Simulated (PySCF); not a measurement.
**TDDFT excited states: C5H9F**

Species: C₅H₉F.
InChI=1S/C5H9F/c1-4(2)5(3)6/h1-3H3

The calculation used TDDFT CAM-B3LYP/def2-SVPD, vertical, gas phase, core orbitals frozen in the response (PySCF). Isolated species at its GFN2-xTB geometry, gas phase.

```json
{"state": "S1", "E (eV)": "6.27", "λ (nm)": "197.8", "ν̃ (cm⁻¹)": "50550", "f": "0.0031", "|μ| (D)": "0.36", "main configurations (H = HOMO, L = LUMO)": "H→L (93%)"}
{"state": "S2", "E (eV)": "7.15", "λ (nm)": "173.4", "ν̃ (cm⁻¹)": "57670", "f": "0.454", "|μ| (D)": "4.09", "main configurations (H = HOMO, L = LUMO)": "H→L+1 (81%), H→L+2 (14%)"}
{"state": "S3", "E (eV)": "7.30", "λ (nm)": "169.8", "ν̃ (cm⁻¹)": "58880", "f": "0.0099", "|μ| (D)": "0.60", "main configurations (H = HOMO, L = LUMO)": "H→L+2 (59%), H→L+3 (21%), H→L+1 (16%)"}
{"state": "S4", "E (eV)": "7.36", "λ (nm)": "168.5", "ν̃ (cm⁻¹)": "59330", "f": "0.027", "|μ| (D)": "0.98", "main configurations (H = HOMO, L = LUMO)": "H→L+3 (66%), H→L+2 (23%)"}
{"state": "S5", "E (eV)": "8.12", "λ (nm)": "152.8", "ν̃ (cm⁻¹)": "65460", "f": "0.035", "|μ| (D)": "1.07", "main configurations (H = HOMO, L = LUMO)": "H→L+5 (54%), H→L+4 (36%)"}
{"state": "S6", "E (eV)": "8.35", "λ (nm)": "148.6", "ν̃ (cm⁻¹)": "67310", "f": "0.016", "|μ| (D)": "0.71", "main configurations (H = HOMO, L = LUMO)": "H→L+4 (34%), H→L+7 (28%), H→L+5 (11%)"}
{"state": "S7", "E (eV)": "8.50", "λ (nm)": "145.8", "ν̃ (cm⁻¹)": "68580", "f": "0.0026", "|μ| (D)": "0.28", "main configurations (H = HOMO, L = LUMO)": "H→L+6 (83%)"}
{"state": "S8", "E (eV)": "8.64", "λ (nm)": "143.6", "ν̃ (cm⁻¹)": "69650", "f": "0.0009", "|μ| (D)": "0.16", "main configurations (H = HOMO, L = LUMO)": "H→L+7 (38%), H→L+5 (27%), H→L+4 (22%)"}
```

Triplets (Tamm–Dancoff): T1 4.34 eV, H→L+1 (76%), H→L+2 (13%); T2 6.14 eV, H→L (88%); T3 7.15 eV, H→L+3 (74%).

The lowest singlet lies at 6.27 eV (198 nm, vacuum ultraviolet) and is very weak; its leading configuration is HOMO→LUMO (93%). The most intense listed level is S2 at 7.15 eV (173 nm, f = 0.454), 0.88 eV above S1. Löwdin shares by element: HOMO carbon 67% or more, fluorine 11% (atoms not listed hold the other 22%); LUMO carbon 51% or more (atoms not listed hold the other 49%). The oscillator strengths of these states sum to 0.548; summed over the whole spectrum of an exact calculation they would give the number of electrons, 48 (Thomas–Reiche–Kuhn). Orbital energies (eV): HOMO-3 -12.24, HOMO-2 -11.74, HOMO-1 -11.22, HOMO -7.96, LUMO 1.24, LUMO+1 1.92, LUMO+2 1.96. Weighted by f, the mean energy of these states is 7.26 eV. Singlets were solved by full linear response, triplets in the Tamm–Dancoff approximation.
